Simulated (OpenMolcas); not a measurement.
# One shape, several levels: Si2H6O (disilanol)

Aim: a comparison of 6 runs (HF/STO-3G, B3LYP/6-31G*, PBE/def2-SVPD, PBE0/def2-SVPD, TPSS/def2-SVPD, MP2/def2-SVPD) of Si2H6O (disilanol). 

Program for the calculation: OpenMolcas 26.06.

1 further run of the same task is left out (set aside as unsound or not needed).

### Step 1. The structure to begin with

Si2H6O has 9 atoms, charge 0, and is taken as a singlet. As SMILES, `O[SiH2][SiH3]`. The shape is that of a PBE0-D4/def2-TZVP optimisation. This is one conformer, not always the lowest.

Bond lengths: O1–Si2 1.654 Å, Si2–Si3 2.347 Å, O1–H4 0.958 Å, Si2–H5 1.493 Å, Si2–H6 1.484 Å, Si3–H7 1.489 Å, Si3–H8 1.491 Å, Si3–H9 1.488 Å. Some angles: O1–Si2–Si3 112.4°, O1–Si2–H5 111.3°, O1–Si2–H6 105.5°, Si3–Si2–H5 108.5°, Si3–Si2–H6 110.6°, Si2–O1–H4 117.6°, Si2–Si3–H7 110.0°, Si2–Si3–H8 110.1°, Si2–Si3–H9 111.4°, H5–Si2–H6 108.5°.

### Step 2. Energy and forces at HF/STO-3G (run 1)

Contents of test.input:

```
>>> EXPORT MOLCAS_PRINT=2

&gateway
  baslib
  $CurrDir
  basisset
  O.STO-3G....
  O1 -1.609000 1.039900 -0.762000 angstrom
  End of Basis
  basisset
  Si.STO-3G....
  Si2 0.004800 0.933100 -0.415900 angstrom
  Si3 0.544200 -1.038400 0.738600 angstrom
  End of Basis
  basisset
  H.STO-3G....
  H4 -1.996600 0.341400 -1.290800 angstrom
  H5 0.830600 0.994500 -1.657800 angstrom
  H6 0.311400 2.125200 0.413000 angstrom
  H7 2.012900 -1.104800 0.974500 angstrom
  H8 0.146200 -2.228200 -0.066200 angstrom
  H9 -0.156000 -1.109100 2.049500 angstrom
  End of Basis

&seward

&scf
  thresholds
  1e-10 1e-07 1e-07 1e-05
  prorbitals
  1

&alaska
```

The basis set STO-3G is read from a file made from the Basis Set Exchange's data (not shown).

The run is started by

```bash
$ export MOLCAS_MEM=1860
$ pymolcas test.input > test.log
```

Output:

```text
--- Start Module: gateway ---
[...]
--- Stop Module: gateway /rc=_RC_ALL_IS_WELL_ ---
[...]
      Basis functions           29
[...]
--- Start Module: scf ---
[...]
       Convergence after  11 Iterations
[...]
::    Total SCF energy                               -648.5443708936
[...]
      Total spin, S                                     0.0000000000
[...]
      Total electronic charge=   42.000000
      Total            charge=   -0.000000
[...]
      Dipole Moment (debye):
      Origin of the operator (angstrom)=   -0.1182    0.1628   -0.0351
                   X=  4.7226E-01               Y= -9.2967E-01               Z= -5.2097E-01           Total=  1.1656E+00
      Quadrupole Moment (debye*angstrom):
[...]
 *              Molecular gradients               *
 **************************************************
  Irreducible representation: a
 ------------------------------------------------------------------------------------------
                              X                       Y                       Z
 ------------------------------------------------------------------------------------------
  O1                1.39278950485942E-02   -3.68572446358799E-02   -1.70698129995523E-02
  SI2              -4.58947688001592E-02    1.24087654875131E-02   -7.06909718903281E-03
  SI3              -1.03027244881115E-03    1.28322523912949E-03    9.08129277375380E-04
  H4               -8.19311634817188E-04    2.66877446096290E-02    1.67985311961001E-02
  H5                1.89790323634829E-02   -3.15641106181375E-04   -2.62980864021456E-02
  H6                7.39184279508498E-03    2.42790341879964E-02    1.86257150323828E-02
  H7                3.34994127882533E-02   -3.28424893674462E-04    4.43891726541301E-03
  H8               -9.59842342327710E-03   -2.64375065797919E-02   -1.93711233619882E-02
[...]
```

Wall time 2 s (1 thread of Intel Xeon Platinum 8375C at 2.90GHz (Ice Lake), shared host); peak memory 0.37 GiB.

### Step 3. Energy and forces at B3LYP/6-31G(d) (spherical functions) (run 2)

Contents of input.xyz:

```xyz
9

O     -1.609000     1.039900    -0.762000
Si     0.004800     0.933100    -0.415900
Si     0.544200    -1.038400     0.738600
H     -1.996600     0.341400    -1.290800
H      0.830600     0.994500    -1.657800
H      0.311400     2.125200     0.413000
H      2.012900    -1.104800     0.974500
H      0.146200    -2.228200    -0.066200
H     -0.156000    -1.109100     2.049500
```

Contents of test.inp:

```
* H6OSi2 Kohn-Sham DFT
&GATEWAY
BasLib=$CurrDir
Coord=input.xyz
Basis=6-31Gs
Group=NoSym
&SEWARD
GridInput
Grid=UltraFine
End of Grid
&SCF
KSDFT=B3LYP
Thresholds=1e-10 1e-07 1e-07 1e-05
PrOrbitals=1 1
&ALASKA
```

The basis set 6-31G* is read from a file made from the Basis Set Exchange's data (not shown).

The run is started by

```bash
$ export MOLCAS_MEM=1860
$ pymolcas test.inp > test.log
```

Output:

```text
--- Start Module: gateway ---
[...]
--- Stop Module: gateway /rc=_RC_ALL_IS_WELL_ ---
[...]
      Basis functions           62
[...]
--- Start Module: scf ---
[...]
       Convergence after  13 Iterations
[...]
::    Total KS-DFT energy                            -657.8351315038
[...]
      Total spin, S                                     0.0000000000
[...]
      Total electronic charge=   42.000000
      Total            charge=   -0.000000
[...]
      Dipole Moment (debye):
      Origin of the operator (angstrom)=   -0.1182    0.1628   -0.0351
                   X= -6.7420E-02               Y= -9.8226E-01               Z= -8.0992E-01           Total=  1.2749E+00
      Quadrupole Moment (debye*angstrom):
[...]
 *              Molecular gradients               *
 **************************************************
  Irreducible representation: a
 ------------------------------------------------------------------------------------------
                              X                       Y                       Z
 ------------------------------------------------------------------------------------------
  O1                8.84071775489659E-03   -7.78119960602819E-03   -2.45182482509909E-03
  SI2              -9.63217731805610E-03    4.73741901764413E-04   -1.43285364168921E-03
  SI3              -4.56347047854244E-04   -5.45344565324513E-04    1.03214304579602E-04
  H4                3.47384300512976E-03    6.25389416138855E-03    4.66471676801117E-03
  H5               -1.41600598954694E-03   -2.41743129511751E-04    5.27646197395981E-04
  H6               -1.75240238733609E-04   -3.19232086248178E-04   -1.67697766722430E-04
  H7               -6.62471075665749E-04    6.58198500255114E-04   -4.81395400180662E-04
  H8               -9.93342662958252E-06    8.86254054698110E-04   -2.01982943007994E-04
[...]
```

Run time: 22 s. Hardware: 1 thread of Intel Xeon Platinum 8375C at 2.90GHz (Ice Lake), shared host; peak memory 0.4 GiB.

### Step 4. Energy and gradient at PBE/def2-SVPD (run 3)

Contents of mol.input:

```
&GATEWAY
 BASLIB
 $CurrDir
 COORD
 9
 bohr
 O     -3.04056933     1.96512620    -1.43997131
 Si     0.00907069     1.76330345    -0.78593710
 Si     1.02838896    -1.96229161     1.39575172
 H     -3.77302718     0.64515250    -2.43925848
 H      1.56960652     1.87933263    -3.13278797
 H      0.58846072     4.01604596     0.78045689
 H      3.80382972    -2.08776942     1.84153811
 H      0.27627796    -4.21068775    -0.12509987
 H     -0.29479728    -2.09589524     3.87299369
 BASIS
 def2-SVPD
 GROUP
 NoSym

&SEWARD
 GRIDINPUT
 Grid=UltraFine
 End of Grid

&SCF
 KSDFT
 PBE
 THRESHOLDS
 1e-10 1e-07 1e-07 1e-05
 PRORBITALS
 1 2

&ALASKA
```

The basis set def2-SVPD is read from a file made from the Basis Set Exchange's data (not shown).

The run is started by

```bash
$ export MOLCAS_MEM=1860
$ pymolcas mol.input > mol.log
```

Output:

```text
--- Start Module: gateway ---
[...]
--- Stop Module: gateway /rc=_RC_ALL_IS_WELL_ ---
[...]
      Basis functions          119
[...]
--- Start Module: scf ---
[...]
       Convergence after  15 Iterations
[...]
::    Total KS-DFT energy                            -657.2128423437
[...]
      Total spin, S                                     0.0000000000
[...]
      Total electronic charge=   42.000000
      Total            charge=   -0.000000
[...]
      Dipole Moment (debye):
      Origin of the operator (angstrom)=   -0.1182    0.1628   -0.0351
                   X= -4.4711E-02               Y= -9.0666E-01               Z= -6.6860E-01           Total=  1.1274E+00
      Quadrupole Moment (debye*angstrom):
[...]
 *              Molecular gradients               *
 **************************************************
  Irreducible representation: a
 ------------------------------------------------------------------------------------------
                              X                       Y                       Z
 ------------------------------------------------------------------------------------------
  O1                2.09949250076029E-02   -9.92125125987453E-03   -4.83733818721799E-04
  SI2              -2.18689315735734E-02    3.92896962237277E-03   -6.04951774557438E-03
  SI3               6.12606252843761E-04   -2.24020038387174E-03    1.09261181913922E-03
  H4                6.17538294737408E-03    8.31667718324525E-03    6.60767748606261E-03
  H5               -3.40854298498394E-03   -4.42172592649032E-04    5.09086453715035E-03
  H6               -9.02428317578474E-04   -4.94694943432528E-03   -3.27390352326296E-03
  H7               -5.67042256267669E-03    4.39291652354956E-04   -9.62030898925992E-04
  H8                1.42714880505657E-03    4.54012488468214E-03    3.00531928491310E-03
[...]
```

It took 59 s on 1 thread of Intel Xeon Platinum 8375C at 2.90GHz (Ice Lake), shared host; peak memory 0.75 GiB.

Runs 4 to 5 aren't shown in full; the table further down has their settings and results.

### Step 5. The energy at MP2/def2-SVPD (run 6)

Contents of run.inp:

```
* H6OSi2 MP2
&GATEWAY
BasLib
$CurrDir
Coord
9
angstrom
O       -1.609000       1.039900      -0.762000
Si       0.004800       0.933100      -0.415900
Si       0.544200      -1.038400       0.738600
H       -1.996600       0.341400      -1.290800
H        0.830600       0.994500      -1.657800
H        0.311400       2.125200       0.413000
H        2.012900      -1.104800       0.974500
H        0.146200      -2.228200      -0.066200
H       -0.156000      -1.109100       2.049500
Basis
def2-SVPD
Group
NoSym
&SEWARD
&SCF
Thresholds
1e-10 1e-07 1e-07 1e-05
PrOrbitals
1 1
&MBPT2
Frozen
11
```

The basis set def2-SVPD is read from a file made from the Basis Set Exchange's data (not shown).

The run is started by

```bash
$ export MOLCAS_MEM=1860
$ pymolcas run.inp > run.log
```

Output:

```text
--- Start Module: gateway ---
[...]
--- Stop Module: gateway /rc=_RC_ALL_IS_WELL_ ---
[...]
      Basis functions          119
[...]
--- Start Module: scf ---
[...]
       Convergence after  12 Iterations
[...]
::    Total SCF energy                               -656.0178947283
[...]
      Total spin, S                                     0.0000000000
[...]
      Total electronic charge=   42.000000
      Total            charge=   -0.000000
[...]
      Dipole Moment (debye):
      Origin of the operator (angstrom)=   -0.1182    0.1628   -0.0351
                   X=  1.2238E-01               Y= -1.0853E+00               Z= -6.8992E-01           Total=  1.2918E+00
      Quadrupole Moment (debye*angstrom):
[...]
--- Stop Module: scf /rc=_RC_ALL_IS_WELL_ ---
[...]
--- Start Module: mbpt2 ---
[...]
WARNING!
Default frozen orbitals as non valence orbitals is overwritten by user input.
Default values:   5
[...]
       Reference weight ( Cref**2 )         =        0.87011
::    Total MBPT2 energy                             -656.4307446035
[...]
      Total MBPT2 calculations                           0.69      0.82
--- Stop Module: mbpt2 /rc=_RC_ALL_IS_WELL_ ---
[...]
```

Wall time 17 s (1 thread of Intel Xeon Platinum 8375C at 2.90GHz (Ice Lake), shared host); peak memory 0.75 GiB.

### Step 6. All runs side by side

```
run                               level  integration grid      task  energy (Eh)  dipole moment (D) of the reference  HOMO energy (eV)  LUMO energy (eV)  wall time
  1                           HF/STO-3G                 –  gradient  -648.544371                                1.17             -7.92             10.83        2 s
  2  B3LYP/6-31G* (spherical functions)         UltraFine  gradient  -657.835132                                1.27             -7.47             -0.27       22 s
  3                       PBE/def2-SVPD         UltraFine  gradient  -657.212842                                1.13             -6.68             -1.33       59 s
  4                      PBE0/def2-SVPD         UltraFine  gradient  -657.277718                                1.18             -7.90             -0.51       56 s
  5                      TPSS/def2-SVPD         UltraFine  gradient  -657.672927                                1.14             -6.81             -1.11       77 s
  6                       MP2/def2-SVPD                 –    energy  -656.430745                                1.29            -10.75              2.10       17 s
```

### Step 7. Summary of results

```
                                           quantity          value
                                run 6: total energy  -656.43074 Eh
          run 6: dipole moment (mean-field density)         1.29 D
         run 6: HOMO energy (Hartree–Fock orbitals)      -10.75 eV
         run 6: LUMO energy (Hartree–Fock orbitals)        2.10 eV
       run 6: HOMO–LUMO gap (Hartree–Fock orbitals)       12.85 eV
run 6: correlation energy (11 core orbitals frozen)     -412.8 mEh
```

What this shows: Over runs 1, 2, 3, 4, 5 the dipole moment (its size) runs from 1.13 D (PBE/def2-SVPD) to 1.27 D (B3LYP/6-31G*). The two ends differ in method and basis. Over runs 1, 2, 3, 4, 5 the HOMO–LUMO gap runs from 5.35 eV (PBE/def2-SVPD) to 18.75 eV (HF/STO-3G). Totals of different functionals can't be ranked against each other. In run 1 the basis is minimal, so the values are rough. All runs together took 3.9 min, the longest 77 s.
